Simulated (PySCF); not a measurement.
Molecule: SMILES CC(F)F, C$_{2}$H$_{4}$F$_{2}$.

Atoms are numbered as in `[CH3:1][CH:2]([F:3])[F:4]` (H(Xn): hydrogen on atom n).

Geometry PBE0-D3(BJ)/def2-SVP throughout; GIAO in PySCF 2.14.0 with density-fitted response routines, gas phase, one conformer, non-relativistic; equivalent atoms averaged; basis pcSseg-2.

For orientation, WP04 gives these shifts δ (against TMS, CFCl3 at the same level): C2 125.3, C1 23.1, F3/F4 -126.4, H(C2) 5.83, H(C1) 1.45 ppm.

A run gave: C2 126.1, C1 22.8, F3/F4 -140.4, H(C2) 6.20, H(C1) 1.33 ppm (shifts δ (against TMS, CFCl3 at the same level)).

**Question.** Which functional was used in that run?
A. BP86
B. BHandHLYP
C. LDA
D. LC-wPBE
E. CAM-B3LYP

**Answer.** A. C2 tells them apart best: BP86 gives 126.1, BHandHLYP gives 117.3, LDA gives 130.1, CAM-B3LYP gives 123.3, LC-wPBE gives 123.7 ppm.
